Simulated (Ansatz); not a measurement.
C₄H₁₀ (`CCCC`), relaxed with RKS PBE-D4/def2-SVP in Ansatz 0.2.0 from a rough embedded geometry. The force threshold is 0.03 eV/Å; the program also tests the step.

The species carries charge 0 and has multiplicity 1.

Start:

```xyz
14

C     1.148    1.092   -0.402
C     0.924   -0.374   -0.231
C    -0.564   -0.790   -0.318
C    -1.409   -0.183    0.801
H     0.701    1.688    0.389
H     2.231    1.362   -0.421
H     0.708    1.452   -1.358
H     1.464   -0.980   -0.937
H     1.274   -0.680    0.751
H    -0.629   -1.880   -0.235
H    -0.957   -0.553   -1.276
H    -2.440   -0.569    0.726
H    -1.446    0.870    0.742
H    -1.006   -0.456    1.766
```

```json
{"step": "1", "energy (eV)": "-4302.0740", "largest force (eV/Å)": "1.946", "largest move (Å)": "0.000"}
{"step": "2", "energy (eV)": "-4302.2635", "largest force (eV/Å)": "0.612", "largest move (Å)": "0.064"}
{"step": "3", "energy (eV)": "-4302.2796", "largest force (eV/Å)": "0.112", "largest move (Å)": "0.151"}
{"step": "4", "energy (eV)": "-4302.2813", "largest force (eV/Å)": "0.192", "largest move (Å)": "0.058"}
{"step": "5", "energy (eV)": "-4302.2843", "largest force (eV/Å)": "0.007", "largest move (Å)": "0.029"}
```

End:

```xyz
14

C     1.171    1.113   -0.443
C     0.916   -0.379   -0.213
C    -0.562   -0.794   -0.290
C    -1.440   -0.221    0.825
H     0.667    1.742    0.319
H     2.253    1.352   -0.400
H     0.796    1.435   -1.437
H     1.492   -0.965   -0.963
H     1.325   -0.678    0.778
H    -0.624   -1.903   -0.267
H    -0.972   -0.491   -1.280
H    -2.489   -0.571    0.738
H    -1.464    0.888    0.808
H    -1.068   -0.527    1.825
```

Hardware: 4 threads of an Arm Neoverse V2 on a shared host. Wall time 5.5 s, peak host memory 0.14 GiB.
